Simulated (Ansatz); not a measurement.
in.yaml

```yaml
crystal:
  periodic: [false, false, false]
  atoms:
    - {symbol: Ru, position_ang: [0.000000, 0.000000, 0.000000]}
    - {symbol: F, position_ang: [0.000000, 0.000000, 1.895800]}
basis:
  gaussian: {orbitals: def2-SVP}
magnetization: {spin_polarized: false, initial_magnetization: 3}
correlation: {method: fic_mrcisd_q, electrons: outside_noble_gas, active_space: {window: {electrons: 15, orbitals: 10}, shells: [{species: F, l: s, shell: 2}, {species: F, l: p, shell: 2}, {species: Ru, l: s, shell: 5}, {species: Ru, l: d, shell: 4}]}}
```

```sh
$ ansatz run in.yaml --threads 1 --pin off --events-out ev --progress --plain --max-ram 2393MiB
```

Task: Roughly how long does this take on 1 thread of AMD EPYC, shared host, and how much host memory?

Result: 28 s wall and 0.56 GiB.

```
786 factors; integrals over basis functions are off by at most 8.6e-8 eV
mean field evaluation 1: about -5261.6258 eV, gradient 2.5e1 eV
mean field evaluation 2: about -5261.7084 eV, gradient 2.5e1 eV
mean field evaluation 4: about -5263.1441 eV, gradient 3.9e0 eV
mean field evaluation 8: about -5263.2868 eV, gradient 1.1e0 eV
mean field evaluation 16: about -5263.3166 eV, gradient 4.2e-3 eV
mean field evaluation 32: about -5263.7395 eV, gradient 6.6e0 eV
mean field evaluation 64: about -5263.7418 eV, gradient 3.7e-1 eV
mean field evaluation 96: about -5263.7480 eV, gradient 1.7e-5 eV
mean field evaluation 128: about -5263.7480 eV, gradient 2.4e-5 eV
mean field evaluation 160: about -5263.7480 eV, gradient 5.2e-6 eV
mean field evaluation 192: about -5263.9241 eV, gradient 1.0e-1 eV
mean field evaluation 224: about -5262.9566 eV, gradient 1.1e1 eV
mean field evaluation 256: about -5263.9565 eV, gradient 9.9e-2 eV
mean field evaluation 288: about -5263.9210 eV, gradient 1.4e0 eV
mean field evaluation 320: about -5263.9560 eV, gradient 2.4e-1 eV
mean field evaluation 352: about -5262.0495 eV, gradient 2.1e0 eV
mean field evaluation 384: about -5261.6258 eV, gradient 2.5e1 eV
mean field evaluation 416: about -5263.3321 eV, gradient 7.9e-1 eV
mean field -5263.95657160 eV, -193.4468359683 hartree, gradient 2.1e-6 eV, S^2 3.750000; 24 other end points of the search recorded, 0 dependent functions left out
reference -5263.95657160 eV, -193.4468359683 hartree; 14, 11 occupied and 31, 34 virtual orbitals, 786 factors
state -5264.53918486 eV, -193.4682466107 hartree
contracted CI cycle   1: correlation 0.00000000 eV, 0.0000000000 hartree, residual 3.31e1 eV
contracted CI cycle   2: correlation -7.64381169 eV, -0.2809048983 hartree, residual 5.64e0 eV
contracted CI cycle   3: correlation -7.93829397 eV, -0.2917269227 hartree, residual 1.33e0 eV
contracted CI cycle   4: correlation -7.95973626 eV, -0.2925149124 hartree, residual 3.71e-1 eV
contracted CI cycle   5: correlation -7.96136695 eV, -0.2925748391 hartree, residual 1.13e-1 eV
contracted CI cycle   6: correlation -7.96155744 eV, -0.2925818393 hartree, residual 4.89e-2 eV
contracted CI cycle   7: correlation -7.96158940 eV, -0.2925830140 hartree, residual 1.89e-2 eV
contracted CI cycle   8: correlation -7.96159420 eV, -0.2925831902 hartree, residual 6.26e-3 eV
contracted CI cycle   9: correlation -7.96159471 eV, -0.2925832090 hartree, residual 2.00e-3 eV
contracted CI cycle  10: correlation -7.96159476 eV, -0.2925832109 hartree, residual 6.63e-4 eV
state -5264.53918486 eV, -193.4682466107 hartree; corrected -5273.11172786 eV, -193.7832817554 hartree
Total energy: -5273.11172786 eV, -193.7832817554 hartree
Checks for a lower state left out: starts, orbital_swaps
```

Natural occupations: 1.9998 1.9989 1.9989 1.9809 1.8659 1.8659 1.1349 1.1349 1.0009 0.0189.
